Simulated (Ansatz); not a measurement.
## Worked example: the enthalpy of CH5N + C3H9N → CH6N2 + C3H8

Species: CH5N (methylamine) `CN`, singlet; C3H9N (isopropylamine) `CC(C)N`, singlet; CH6N2 (methylhydrazine) `CNN`, singlet; C3H8 (propane) `CCC`, singlet. The partners trade H for NH2: N–H and C–NH2 bonds give way to N–NH2 and C–H.

Shapes, held fixed at every level: PBE0-D4/def2-TZVP. Flexible molecules stand in one conformer, not always the lowest. Programs: Ansatz 0.2.0. The zero-point and thermal terms to 298 K, harmonic and unscaled (PBE0-D4/def2-TZVP), stand in the table.

At MP2/def2-SVP; 1 Eh = 2625.50 kJ/mol:

| species | energy (Eh) | H(298 K) − E (kJ/mol) | tabulated ΔfH (kJ/mol) |
| --- | --- | --- | --- |
| CH5N | -95.470015 | 180.0 | -20.9 |
| C3H9N | -173.778562 | 334.6 | -83.7 |
| CH6N2 | -150.585178 | 228.3 | +94.7 |
| C3H8 | -118.627024 | 285.9 | -104.4 |

Question: Work out the reaction enthalpy at 298 K from the calculation and from the table of heats.

Answer: 
1. Electronic: (-150.585178) + (-118.627024) − [(-95.470015) + (-173.778562)] = 0.036375 Eh = +95.5 kJ/mol.
2. Zero-point and thermal: (228.3) + (285.9) − [(180.0) + (334.6)] = -0.4 kJ/mol.
3. Computed ΔH = +95.1 kJ/mol.
4. From the heats of formation (Active Thermochemical Tables, CRC Handbook of Chemistry and Physics): (94.7) + (-104.4) − [(-20.9) + (-83.7)] = +94.9 kJ/mol.
5. Computed less tabulated: +0.2 kJ/mol. Tabulated heats carry uncertainties of their own.
